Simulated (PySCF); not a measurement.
Species: PH2OH, H3OP.
Bonds: O1–P2. Hydrogens: H3 on O1; H4, H5 on P2.

Computed by this run: PySCF, PBE0-D3(BJ)/def2-SVP geometry optimisation, gas phase; density fitting, grid level 1; the optimiser is geomeTRIC in internal coordinates, started from a GFN2-xTB structure.

Step 0: E = -11374.0435 eV
```
atom  x, y, z in Å  |  force x, y, z in eV/Å
O1      0.9050   -0.1736    0.3648    0.789  -0.190   0.548
P2     -0.4193    0.1412   -0.5597    0.212   0.071  -0.579
H3      1.7228   -0.1879   -0.1348    0.028   0.038  -0.249
H4     -0.9729    1.0979    0.3048   -0.451   0.533   0.218
H5     -1.2184   -0.8720   -0.0094   -0.578  -0.452   0.063
```

Step 1: E = -11374.0919 eV
```
atom  x, y, z in Å  |  force x, y, z in eV/Å
O1      0.9692   -0.1854    0.3885   -0.193  -0.038   0.365
P2     -0.3952    0.1308   -0.5134    0.018   0.066  -0.410
H3      1.7538   -0.1864   -0.1668   -0.089   0.039  -0.175
H4     -1.0288    1.1363    0.2904    0.127  -0.075   0.104
H5     -1.2817   -0.8896   -0.0329    0.138   0.008   0.116
```

Question: Estimate the geometry and energy of step 2. (The exact step hangs on the optimiser's Hessian estimate; all steps are aligned on step 1, rigid shifts and turns removed.)

Answer: E = -11374.1045 eV, largest force 0.143 eV/Å
```
atom  x, y, z in Å  |  force x, y, z in eV/Å
O1      0.9521   -0.1851    0.3988    0.067  -0.025   0.101
P2     -0.3917    0.1334   -0.5322   -0.140   0.020  -0.016
H3      1.7285   -0.1829   -0.1692    0.009   0.004  -0.035
H4     -1.0097    1.1312    0.2955    0.027  -0.048  -0.032
H5     -1.2620   -0.8910   -0.0272    0.038   0.050  -0.018
```

The energy changes by -0.0126 eV. The first-order estimate −F·Δx gives -0.0245 eV and the mean of the old and new forces, exact on a quadratic surface, -0.0127 eV. The step makes an angle of 40° with the force vector and moves no atom by more than 0.026 Å.

The cost below is that of the whole optimisation. Time: 4.5 s wall; peak memory 0.25 GiB. Hardware: one thread, Arm Neoverse N1 (aarch64), shared host with 64 logical CPUs at a one-minute load of 57.
